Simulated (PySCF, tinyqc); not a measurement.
CCSD on RHF in the sto-6g basis, for BH, spin multiplicity 1, step by step. The lowest restricted solution is unstable here: a spin-polarised one lies 0.0138 hartree lower (PySCF). One step of it, computed by the program tinyqc.

Problem. Orthogonalisation. S = U s U^T; symmetric (Loewdin) form X = U s^(-1/2) U^T, so that X^T S X = 1.

overlap S, lower triangle:
```
,1B 1s,1B 2s,1B 2px,1B 2py,1B 2pz,2H 1s
1B 1s,1.000000
1B 2s,0.264891,1.000000
1B 2px,0.000000,0.000000,1.000000
1B 2py,0.000000,0.000000,0.000000,1.000000
1B 2pz,0.000000,0.000000,0.000000,0.000000,1.000000
2H 1s,0.014477,0.198183,0.000000,0.000000,0.242624,1.000000
```

Give: eigenvalues of S; X.

Solution.

eigenvalues of S: 0.6348  0.8202  1.0000  1.0000  1.1658  1.3792

X, lower triangle:
```
,1B 1s,1B 2s,1B 2px,1B 2py,1B 2pz,2H 1s
1B 1s,1.0282
1B 2s,-0.1412,1.0449
1B 2px,0.0000,0.0000,1.0000
1B 2py,0.0000,0.0000,0.0000,1.0000
1B 2pz,-0.0031,0.0202,0.0000,0.0000,1.0238
2H 1s,0.0143,-0.1091,0.0000,0.0000,-0.1295,1.0401
```
